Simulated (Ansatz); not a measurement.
Born–Oppenheimer molecular dynamics of CHSSi (4 atoms, charge -1, multiplicity 1). It starts from a relaxed structure.

Method: RKS LDA/def2-SVP (Ansatz 0.2.0).

```yaml
ensemble: NVE (velocity Verlet)
time_step: 1 fs
steps_asked: 500
starting_velocities_drawn_for: 500 K
masses: H 2.014 u
seed: 220367
```

First frame:

```xyz
4
Properties=species:S:1:pos:R:3
C 0.601 0.906 0.075
Si -0.318 -0.468 -0.038
S -0.716 -2.415 -0.319
H 0.433 1.976 0.281
```

(1) How far do the bonds stretch over the last three quarters of this one trajectory? (Pairs bonded in most of those frames.)

Answers

(1) 
```tsv
bond	mean (Å)	spread (Å)	shortest	longest
C1–Si2	1.659	0.020	1.61	1.70
C1–H4	1.109	0.042	1.04	1.18
Si2–S3	2.015	0.043	1.94	2.08
```

Mean temperature of the second half: 252 K. The conserved energy stayed within 0.87 meV per atom of its start (net change 0.2 meV per atom), so the integration is sound. The temperature averaged 0.50 of the 500 K drawn at the start: a run that starts near a minimum puts about half its kinetic energy into the potential. A run of 0.5 ps of so small a system gives no equilibrium averages. Limits of this set-up: an anion without diffuse functions, the dipole of an ion depends on the origin.

Run time: 20 min on 1 thread of Intel(R) Xeon(R) Processor @ 2.50GHz (Skylake/Cascade Lake), with other jobs on the host, peak memory 0.1 GiB.
